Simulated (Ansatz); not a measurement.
Ideal-gas functions of `C[SiH]N` radical at 800 K and 1 bar, from an Ansatz frequency run at PBE0-D4/def2-TZVP.

Molar mass 60.15 g/mol, point group C1 (symmetry number 1), electronic degeneracy 2, moments of inertia 24.697, 77.308, 95.352 u Å². Harmonic wavenumbers (cm⁻¹, unscaled): 148, 177, 271, 448, 560, 664, 679, 787, 837, 879, 892, 1262, 1443, 1447, 1583, 2151, 3043, 3127, 3138, 3590, 3683.

Use S(trans) = R[1.5 ln M + 2.5 ln T − 1.1517]; rotational temperatures θ = 24.2544 K / I; S(rot) = R[ln(√π/σ · √(T³/θAθBθC)) + 1.5]; for each mode x = 1.438777 ν̃/T, S = R[x/(eˣ − 1) − ln(1 − e⁻ˣ)] and H = RT x/(eˣ − 1); 1 cm⁻¹ = 0.0119627 kJ/mol; R = 8.31446 J/(mol·K).

Q: By hand: the entropy, in J/(mol·K).

A: Translation 180.5. Rotation: θ = 0.9821, 0.3137, 0.2544 K, giving 111.2. Vibration, mode by mode: 19.34, 17.87, 14.37, 10.33, 8.60, 7.32, 7.15, 6.09, 5.66, 5.32, 5.22, 3.08, 2.39, 2.37, 1.95, 0.86, 0.23, 0.20, 0.20, 0.10, 0.08, in all 118.7. Electronic 5.8. Sum 416.2 J/(mol·K).

Q: By hand: H − E and G − E in kJ/mol, counted from the electronic energy.

A: Zero-point energy ½ × 30809 × 0.0119627 = 184.3; thermal vibration 49.7; translation, rotation and pV give 4 RT = 26.6. H − E = 260.6 kJ/mol, and G − E = 260.6 − 800 × 416.2/1000 = -72.4 kJ/mol.

Vibration gives 29 % of the entropy, 19.3 J/(mol·K) of it from the mode under 150 cm⁻¹: soft modes count most, and the harmonic formula is weakest for them. The sum counts one conformer and one mirror image; others add a mixing term.
